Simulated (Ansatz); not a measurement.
**CH2F2 (SMILES FCF): levels of theory compared**

Wanted: a comparison of 6 runs (HF/3-21G, B3LYP/6-31G*, BLYP/aug-cc-pVDZ, PBE-QIDH/aug-cc-pVDZ, revPBE/aug-cc-pVDZ, CCSD(T)/aug-cc-pVDZ) of CH2F2. 

Program for the calculation: Ansatz 0.2.0.

55 further runs of the same task are left out: 55 set aside as unsound or not needed.

### Step 1. The molecule

CH2F2 has 5 atoms, charge 0, and is taken as a singlet. SMILES: `FCF`. The C2–H5 distance was set to 2.406 Å, away from the relaxed value. At this shape a bond of the SMILES string is far longer than usual.

Bond lengths: F1–C2 1.351 Å, C2–F3 1.351 Å, C2–H4 1.093 Å. Angles: F1–C2–F3 108.6°, F1–C2–H4 108.8°, F3–C2–H4 108.8°.

### Step 2. The energy at HF/3-21G (run 1)

run.yaml reads:

```yaml
crystal:
  periodic: [false, false, false]
  atoms:
    - symbol: F
      position_ang: [-1.259544, -0.866143, 1.452876]
    - symbol: C
      position_ang: [-0.176144, -1.074243, 0.672276]
    - symbol: F
      position_ang: [0.904256, -1.236543, 1.467776]
    - symbol: H
      position_ang: [-0.328944, -1.990243, 0.095076]
    - symbol: H
      position_ang: [0.165300, 0.864200, -0.711100]
basis:
  gaussian:
    orbitals: 3-21G.json
hamiltonian:
  xc: hf
accuracy: high
output:
  orbitals: {seedname: orbitals}
```

The basis set 3-21G is read from a file made from the Basis Set Exchange's data (not shown).

Launch:

```console
$ ansatz run run.yaml --threads 1 --pin off --max-ram 3480MiB --events-out events.jsonl --progress --plain --runs-dir runs
```

Standard output:

```text
Warning: RAYON_NUM_THREADS=1 ignored (pool sized by the plan → 1); use --threads N
Functional definition: HF
  name "HF"
  exchange = exact_x
  correlation = 0
619 factors; integrals over basis functions are off by at most 4.3e-9 eV
mean field evaluation 1: about -6429.8253 eV, gradient 3.1e1 eV
mean field evaluation 2: about -6429.8246 eV, gradient 3.1e1 eV
mean field evaluation 4: about -6432.5172 eV, gradient 2.2e0 eV
mean field evaluation 8: about -6432.5486 eV, gradient 1.4e-1 eV
mean field -6432.54875606 eV, -236.3918066469 hartree, gradient 8.7e-8 eV, S^2 0.000000; 0 other end points of the search recorded, 0 dependent functions left out
reference -6432.54875606 eV, -236.3918066469 hartree; 13, 13 occupied and 18, 18 virtual orbitals, 619 factors
Total energy: -6432.54875606 eV, -236.3918066469 hartree
```

It took 0.18 s on 1 thread of Arm Neoverse V1, shared host.

### Step 3. The energy at B3LYP/6-31G(d) (spherical functions) (run 2)

molecule.yaml reads:

```yaml
crystal:
  periodic: [false, false, false]
  atoms:
    - {symbol: F, position_ang: [-1.259544, -0.866143, 1.452876]}
    - {symbol: C, position_ang: [-0.176144, -1.074243, 0.672276]}
    - {symbol: F, position_ang: [0.904256, -1.236543, 1.467776]}
    - {symbol: H, position_ang: [-0.328944, -1.990243, 0.095076]}
    - {symbol: H, position_ang: [0.165300, 0.864200, -0.711100]}
basis:
  gaussian: {orbitals: 6-31G_st_-spherical.json}
magnetization: {spin_polarized: false}
hamiltonian: {xc: {name: B3LYP}}
accuracy: high
output: {orbitals: {seedname: orbitals}}
```

The basis set 6-31G* is read from a file made from the Basis Set Exchange's data (not shown).

Launch:

```console
$ ansatz run molecule.yaml --threads 1 --pin off --max-ram 3480MiB --events-out events.jsonl --progress --plain --runs-dir runs
```

Standard output:

```text
Warning: RAYON_NUM_THREADS=1 ignored (pool sized by the plan → 1); use --threads N
Functional definition: B3LYP
  name "B3LYP"
  parameter a0 = 0.2
  parameter ax = 0.72
  parameter ac = 0.81
  exchange = (1 - a0 - ax)*slater_x + ax*b88_x + a0*exact_x
  correlation = (1 - ac)*vwn_rpa_c + ac*lyp_c
1007 factors; integrals over basis functions are off by at most 3.2e-9 eV
mean field evaluation 1: about -6497.2293 eV, gradient 2.6e1 eV
mean field evaluation 2: about -6495.8595 eV, gradient 4.0e1 eV
mean field evaluation 4: about -6498.0883 eV, gradient 3.8e0 eV
mean field evaluation 8: about -6498.1474 eV, gradient 8.7e-2 eV
mean field evaluation 16: about -6498.1474 eV, gradient 3.4e-6 eV
mean field -6498.14741902 eV, -238.8025130464 hartree, gradient 4.5e-8 eV, S^2 0.000000; 0 other end points of the search recorded, 0 dependent functions left out
reference -6498.14744273 eV, -238.8025139179 hartree; 13, 13 occupied and 33, 33 virtual orbitals, 1007 factors
Total energy: -6498.14744273 eV, -238.8025139179 hartree
```

Wall time 1.9 s (1 thread of Arm Neoverse V1, shared host); peak memory 0.12 GiB.

Runs 3 to 4 aren't shown in full; the table further down has their settings and results.

### Step 4. The energy at revPBE/aug-cc-pVDZ (run 5)

input.yaml reads:

```yaml
crystal:
  periodic: [false, false, false]
  atoms:
    - symbol: F
      position_ang: [-1.259544, -0.866143, 1.452876]
    - symbol: C
      position_ang: [-0.176144, -1.074243, 0.672276]
    - symbol: F
      position_ang: [0.904256, -1.236543, 1.467776]
    - symbol: H
      position_ang: [-0.328944, -1.990243, 0.095076]
    - symbol: H
      position_ang: [0.165300, 0.864200, -0.711100]
basis:
  gaussian:
    orbitals: aug-cc-pVDZ
hamiltonian:
  xc: {name: revPBE}
accuracy: high
output: {orbitals: {seedname: orbitals}}
```

Launch:

```console
$ ansatz run input.yaml --threads 1 --pin off --max-ram 3480MiB --events-out events.jsonl --progress --plain --runs-dir runs
```

Standard output:

```text
Warning: RAYON_NUM_THREADS=1 ignored (pool sized by the plan → 1); use --threads N
Functional definition: revPBE
  name "revPBE"
  parameter kappa = 1.245
  parameter beta = 0.06672455060314922
  exchange = pbe_x(kappa = kappa, mu = beta*pi^2/3)
  correlation = pbe_c(beta = beta)
1782 factors; integrals over basis functions are off by at most 2.9e-9 eV
mean field evaluation 1: about -6494.3072 eV, gradient 3.6e1 eV
mean field evaluation 2: about -6482.5848 eV, gradient 6.7e1 eV
mean field evaluation 4: about -6496.6034 eV, gradient 1.5e1 eV
mean field evaluation 8: about -6497.7530 eV, gradient 7.1e-1 eV
mean field evaluation 16: about -6497.7545 eV, gradient 1.8e-5 eV
mean field -6497.75451024 eV, -238.7880739151 hartree, gradient 4.7e-8 eV, S^2 0.000000; 0 other end points of the search recorded, 0 dependent functions left out
reference -6497.75451682 eV, -238.7880741570 hartree; 13, 13 occupied and 74, 74 virtual orbitals, 1782 factors
Total energy: -6497.75451682 eV, -238.7880741570 hartree
```

It took 4.5 s on 1 thread of Arm Neoverse V1, shared host; peak memory 0.19 GiB.

### Step 5. A single-point energy at CCSD(T)/aug-cc-pVDZ (run 6)

run.yaml reads:

```yaml
crystal:
  periodic: [false, false, false]
  atoms:
    - {symbol: F, position_ang: [-1.259544, -0.866143, 1.452876]}
    - {symbol: C, position_ang: [-0.176144, -1.074243, 0.672276]}
    - {symbol: F, position_ang: [0.904256, -1.236543, 1.467776]}
    - {symbol: H, position_ang: [-0.328944, -1.990243, 0.095076]}
    - {symbol: H, position_ang: [0.165300, 0.864200, -0.711100]}
basis:
  gaussian:
    orbitals: aug-cc-pVDZ
correlation:
  method: ccsd_t
  frozen_orbitals: {C: 1, F: 1, H: 0}
accuracy: high
scf:
  omitted_lower_state_checks: [cluster_reference, increment]
```

Launch:

```console
$ ansatz run run.yaml --threads 1 --pin off --max-ram 3480MiB --events-out events.jsonl --progress --plain --runs-dir runs
```

Standard output (excerpt; [...] marks lines left out):

```text
Warning: RAYON_NUM_THREADS=1 ignored (pool sized by the plan → 1); use --threads N
[... 2 set-up lines as earlier in the session ...]
[...]
1782 factors; integrals over basis functions are off by at most 2.9e-9 eV
[...]
mean field -6468.59591757 eV, -237.7165153990 hartree, gradient 2.1e-8 eV, S^2 0.000000; 0 other end points of the search recorded, 0 dependent functions left out; unrestricted orbitals would lower it
3 core orbitals not correlated: weight in the atoms' cores, before any rotation towards them, 1.000 or more for the frozen orbitals, at most 0.000 for the correlated occupied ones
reference -6468.59591757 eV, -237.7165153990 hartree; 10, 10 occupied and 74, 74 virtual orbitals, 1782 factors
second order -16.06914856 eV of doubles, -0.00000000 eV of singles
cycle   1  -16.02434137 eV  change   -2.1e-1 eV  update   1.4e-1
[...]
cycle  26  -16.92666404 eV  change  -1.8e-10 eV  update  2.7e-10
perturbative correction -0.73287674 eV, -0.0269327235 hartree
WARN: these amplitudes may be one of several solutions (largest doubles amplitude 0.35, level shift 0.71 eV)
Total energy: -6486.25545835 eV, -238.3654915527 hartree
Checks for a lower state left out: cluster_reference, increment
```

Run time: 18 s. Hardware: 1 thread of Arm Neoverse V1, shared host; peak memory 0.53 GiB.

### Step 6. All runs side by side

```csv
run,level,frozen core orbitals,energy (Eh),HOMO energy (eV),LUMO energy (eV),HOMO–LUMO gap (eV),wall time
1,HF/3-21G,–,-236.391807,-9.58,-0.07,9.51,0.18 s
2,B3LYP/6-31G* (spherical functions),–,-238.802514,-7.04,-3.43,3.61,1.9 s
3,BLYP/aug-cc-pVDZ,–,-238.831701,-6.52,-4.41,2.12,4.5 s
4,PBE-QIDH/aug-cc-pVDZ,3,-238.523481,-9.20,-2.09,7.11,6.6 s
5,revPBE/aug-cc-pVDZ,–,-238.788074,-6.54,-4.38,2.15,4.5 s
6,CCSD(T)/aug-cc-pVDZ,3,-238.365492,–,–,–,18 s
```

### Step 7. What came out

```
                                          quantity          value
                               run 6: total energy  -238.36549 Eh
run 6: correlation energy (3 core orbitals frozen)     -649.0 mEh
                             run 6: (T) correction     -26.93 mEh
                              run 6: T1 diagnostic          0.025
```

**Reading.** Over runs 1, 2, 3, 4, 5 the HOMO–LUMO gap runs from 2.12 eV (BLYP/aug-cc-pVDZ) to 9.51 eV (HF/3-21G). The two ends differ in method and basis. Totals of different functionals can't be ranked against each other. In runs 4, 6 the log says that unrestricted orbitals would lower the reference, so the values rest on an unstable closed-shell determinant (other closed-shell runs at this shape may share the fault). In runs 1, 2, 3, 4, 5, 6 a closed-shell determinant meets a far-stretched bond, which it describes badly. All runs together took 36 s, the longest 18 s.
